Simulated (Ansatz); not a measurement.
in.yaml

```yaml
crystal:
  periodic: [false, false, false]
  atoms:
    - {symbol: Si, position_ang: [0.121305, -0.108100, 1.672585]}
    - {symbol: Se, position_ang: [-0.043569, 0.023593, -0.625891]}
    - {symbol: H, position_ang: [0.033051, 1.163870, 2.425690]}
basis:
  gaussian: {orbitals: def2-SVP}
magnetization: {spin_polarized: true, initial_magnetization: 3}
correlation: {method: ccsd_t, electrons: outside_noble_gas}
```

```sh
$ ansatz run in.yaml --threads 1 --pin off --events-out ev --progress --plain --max-ram 2393MiB
```

The program prints:

```
526 factors; integrals over basis functions are off by at most 1.1e-3 eV
mean field evaluation 1: about -73167.7167 eV, gradient 7.4e0 eV
mean field evaluation 2: about -73167.7209 eV, gradient 7.4e0 eV
mean field evaluation 4: about -73168.6769 eV, gradient 1.4e0 eV
mean field evaluation 8: about -73168.7342 eV, gradient 2.0e-1 eV
mean field evaluation 16: about -73168.7369 eV, gradient 7.6e-3 eV
mean field evaluation 32: about -73168.7407 eV, gradient 4.9e-1 eV
mean field evaluation 64: about -73168.7369 eV, gradient 2.4e-3 eV
mean field evaluation 96: about -73168.7990 eV, gradient 3.8e-2 eV
mean field evaluation 128: about -73166.1733 eV, gradient 2.7e0 eV
mean field evaluation 160: about -73168.7089 eV, gradient 1.6e0 eV
mean field evaluation 192: about -73166.0108 eV, gradient 2.3e-3 eV
mean field evaluation 224: about -73165.2663 eV, gradient 1.1e-3 eV
mean field evaluation 256: about -73168.7978 eV, gradient 2.5e-1 eV
mean field evaluation 288: about -73166.0108 eV, gradient 5.8e-3 eV
mean field -73168.80127591 eV, -2688.9038512949 hartree, gradient 9.3e-7 eV, S^2 3.766307; 9 other end points of the search recorded, 0 dependent functions left out
determinant -73168.80127591 eV, -2688.9038512949 hartree, with singles and doubles -73173.78844696 eV, -2689.0871264507 hartree
determinant -73168.73689264 eV, -2688.9014852533 hartree, with singles and doubles -73173.71679147 eV, -2689.0844931600 hartree
determinant -73166.13847771 eV, -2688.8059952658 hartree, with singles and doubles -73171.31216285 eV, -2688.9961246882 hartree
determinant -73166.01082916 eV, -2688.8013042681 hartree, with singles and doubles -73171.22070652 eV, -2688.9927637300 hartree
determinant -73168.80127591 eV, -2688.9038512949 hartree, with singles and doubles -73173.78940306 eV, -2689.0871615867 hartree
determinant -73168.73689264 eV, -2688.9014852533 hartree, with singles and doubles -73173.71719761 eV, -2689.0845080852 hartree
19 core orbitals not correlated: weight in the atoms' cores, before any rotation towards them, 1.000 or more for the frozen orbitals, at most 0.000 for the correlated occupied ones
reference -73168.80127591 eV, -2688.9038512949 hartree; 7, 4 occupied and 29, 32 virtual orbitals, 526 factors
second order -4.15500121 eV of doubles, -0.00000000 eV of singles
cycle   1  -4.98812226 eV  change    4.9e-6 eV  update   2.6e-6
perturbative correction -0.14768345 eV, -0.0054272667 hartree
Total energy: -73173.93708162 eV, -2689.0925886737 hartree
```

Ran on 1 thread of AMD EPYC, shared host: 36 s wall, 0.13 GiB peak host memory.
